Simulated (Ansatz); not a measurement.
C$_{2}$H$_{6}$Si, SMILES `C[Si]C`. Charge 0, multiplicity 1.

```csv
atom,x (Å),y (Å),z (Å)
C1,-0.3133,0.9410,-1.0286
Si2,-1.1893,0.1627,0.4620
C3,0.2402,-0.9316,1.0569
H4,0.3273,1.7324,-0.6078
H5,-0.9927,1.4205,-1.7352
H6,0.3527,0.2551,-1.5621
H7,1.2270,-0.4688,0.9530
H8,0.1129,-1.3048,2.0744
H9,0.2352,-1.8066,0.3875
```

Question: Give the diagnostics of a CCSD(T)/def2-TZVPP run (frozen core, Ansatz 0.2.0). (Best estimate.)

Answer: The calculation gave: T1 = 0.0118, largest single amplitude 0.018, largest double 0.100, (T) share of the correlation energy 3.8 %, 9 CCSD cycles. The RHF solution is unstable towards an unrestricted one. T1 lies under the customary mark of 0.02 for closed shells.
